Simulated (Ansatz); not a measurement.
C₂H₄FNO, SMILES `N/C=C(\O)F`, relaxed with RKS PBE0-D4/def2-TZVP in Ansatz 0.2.0 from a PBE-D4/def2-SVP geometry. The force threshold is 0.005 eV/Å; the program also tests the step.

Total charge 0; spin multiplicity 1.

Start:

```xyz
9

N     0.165   -1.358    0.660
C    -0.631   -0.248    0.330
C    -0.211    0.798   -0.412
O     1.084    1.011   -0.761
F    -1.065    1.761   -0.839
H     1.158   -1.180    0.474
H     0.054   -1.649    1.637
H    -1.686   -0.275    0.641
H     1.133    1.141   -1.729
```

```csv
step,energy (eV),largest force (eV/Å),largest move (Å)
1,-8386.8119,1.004,0.000
2,-8386.8583,0.264,0.026
3,-8386.8627,0.045,0.009
4,-8386.8629,0.022,0.005
5,-8386.8630,0.009,0.005
6,-8386.8630,0.006,0.004
7,-8386.8630,0.007,0.004
8,-8386.8630,0.003,0.003
```

End:

```xyz
9

N     0.168   -1.344    0.664
C    -0.626   -0.244    0.323
C    -0.207    0.781   -0.404
O     1.070    0.995   -0.769
F    -1.048    1.740   -0.823
H     1.147   -1.180    0.479
H     0.044   -1.632    1.624
H    -1.664   -0.271    0.625
H     1.115    1.155   -1.719
```

It took 17 s on 4 threads of a server CPU on a shared host, with 0.37 GiB of host memory at the peak.
